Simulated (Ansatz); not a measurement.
C₂H₆Al, SMILES `[CH2][AlH][CH3]` radical, 9 atoms. Total charge 0; spin multiplicity 2. All runs use 2 threads of a server CPU on a shared host. Correlated methods freeze the cores. Open-shell runs search over several starts.

(1) Give the basis size and wall time and peak host memory of each of these runs in Ansatz. UHF-CCSD(T)/def2-TZVPP energy; direct RPA on PBE orbitals/def2-TZVPP energy; UKS ωB97M-V/def2-SVP energy; UKS B3LYP-D4/def2-TZVPP energy and forces; UHF-MP2/def2-QZVPP energy; UKS PBE0-D4/def2-TZVP frequencies; UKS PBE0-D4/def2-QZVPP energy; UKS ωB97M-V/def2-TZVPP energy and forces; UHF-CCSD(T)/def2-SVP energy; UKS PBE-QIDH (frozen core)/def2-TZVPP energy; UKS PBE0-D4/def2-TZVP relaxation (6 steps); UKS PBE0-D4/def2-SVP energy. (Estimate.)

## Answers

(1) Ansatz gave: Other jobs shared the machine, so times are rough.

```json
{"level": "UKS PBE0-D4/def2-SVP", "job": "energy", "functions": "76", "wall time": "1.6 s", "peak host memory (GiB)": "0.16"}
{"level": "UHF-CCSD(T)/def2-SVP", "job": "energy", "functions": "76", "wall time": "3.7 s", "peak host memory (GiB)": "0.37"}
{"level": "UKS B3LYP-D4/def2-TZVPP", "job": "energy and forces", "functions": "188", "wall time": "5.5 s", "peak host memory (GiB)": "0.41"}
{"level": "UKS PBE-QIDH (frozen core)/def2-TZVPP", "job": "energy", "functions": "188", "wall time": "5.5 s", "peak host memory (GiB)": "0.39"}
{"level": "direct RPA on PBE orbitals/def2-TZVPP", "job": "energy", "functions": "188", "wall time": "7 s", "peak host memory (GiB)": "0.45"}
{"level": "UKS ωB97M-V/def2-SVP", "job": "energy", "functions": "76", "wall time": "7 s", "peak host memory (GiB)": "0.32"}
{"level": "UKS PBE0-D4/def2-QZVPP", "job": "energy", "functions": "364", "wall time": "11 s", "peak host memory (GiB)": "1.1"}
{"level": "UKS ωB97M-V/def2-TZVPP", "job": "energy and forces", "functions": "188", "wall time": "14 s", "peak host memory (GiB)": "0.61"}
{"level": "UHF-MP2/def2-QZVPP", "job": "energy", "functions": "364", "wall time": "19 s", "peak host memory (GiB)": "1.5"}
{"level": "UKS PBE0-D4/def2-TZVP", "job": "relaxation (6 steps)", "functions": "135", "wall time": "23 s", "peak host memory (GiB)": "0.27"}
{"level": "UKS PBE0-D4/def2-TZVP", "job": "frequencies", "functions": "135", "wall time": "110 s", "peak host memory (GiB)": "0.27"}
{"level": "UHF-CCSD(T)/def2-TZVPP", "job": "energy", "functions": "188", "wall time": "2 min", "peak host memory (GiB)": "4.6"}
```

B3LYP here is the variant with VWN-RPA as its local correlation; programs differ in this.
